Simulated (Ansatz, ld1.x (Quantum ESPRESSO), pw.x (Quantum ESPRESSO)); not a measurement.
From atom to crystal: TM potential for Rb (Z = 37)

* Element: Rb
* Generator: ld1.x (Quantum ESPRESSO) 7.5
* Type: norm-conserving Troullier–Martins (Kleinman–Bylander form)
* Functional: PBEsol
* Relativity: scalar-relativistic
* Frozen core: [Kr]
* Valence charge: 1
* Reference configuration: 5s1 5p0
* Partial waves: 5s (bound): rc 4.10 bohr; 5p (bound, empty): rc 3.80 bohr; 4d channel at 0.15 Ry: rc 2.44 bohr
* Local potential: all-electron potential smoothed inside 3.85 bohr (lloc = -2)
* Core correction: a·sin(br)/r model core inside 3.75 bohr

Atomic tests: cutoffs needed: 6 Ry and 6 Ry (the cutoffs (Ry, on a coarse ladder) from which the occupation-weighted sum of valence levels, in a spherical-Bessel basis at the reference potential, stays within 10 and 1 mRy of its value at 400 Ry); ghost test: no extra level below or beside the all-electron valence levels (s, p, d, f tested) (spherical-Bessel basis up to 400 Ry, 20 bohr box); largest excitation error: -2.0 meV (all-electron minus pseudo) for 5s0 5p1, out of 2 test configurations.

Crystal test: bcc Rb in pw.x 7.5, no spin, 8³ k-points, Fermi–Dirac smearing 0.01 Ry, cutoffs 50/200 Ry. The reference is all-electron LAPW (Ansatz 0.2.0) with the same functional, mesh and smearing; V0 and B0 come from Birch–Murnaghan fits to the pressures at five volumes. Errors are pseudo minus all-electron; Δ is the rms difference of the E(V) curves that follow from these fits, minima aligned, over ±6 % about the mean V0. Mesh and smearing are coarse, so the numbers serve the comparison and aren't converged zero-temperature values; the lattice is a test structure that the element need not adopt.

All-electron: a0 = 5.579 Å (V0 = 86.80 Å³/atom), B0 = 2.9 GPa.

Question: How far does the potential miss the all-electron equation of state?

Answer: mean pressure error (GPa): +0.03; a0 (Å): 5.596; a0 error (%): +0.31; B0 error (%): +7.0; Δ (meV/atom): 0.6. The logarithmic derivative shows an extra or strongly shifted pseudo pole above the reference energy (s near 1.24 Ry).

```json
{"V (Å³/atom)": "82.546", "P all-electron (GPa)": "0.16", "P pseudo (GPa)": "0.20"}
{"V (Å³/atom)": "84.719", "P all-electron (GPa)": "0.07", "P pseudo (GPa)": "0.11"}
{"V (Å³/atom)": "86.891", "P all-electron (GPa)": "-0.00", "P pseudo (GPa)": "0.03"}
{"V (Å³/atom)": "89.063", "P all-electron (GPa)": "-0.07", "P pseudo (GPa)": "-0.05"}
{"V (Å³/atom)": "91.236", "P all-electron (GPa)": "-0.13", "P pseudo (GPa)": "-0.11"}
```

Question: At the middle volume, how do free energy and pressure move when the wave cutoff is lowered (ecutrho kept at four times it)?

Answer:

| cutoff (Ry) | shift of F (meV/atom) | shift of P (GPa) |
| --- | --- | --- |
| 22 | +0.1 | +0.00 |
| 30 | +0.0 | +0.00 |
| 40 | +0.0 | +0.00 |

The run at the middle volume (29 k-points, 6 iterations) took about 10 s on one core of a shared host (Neoverse-V2, 96 threads, 742 GiB, load 69).
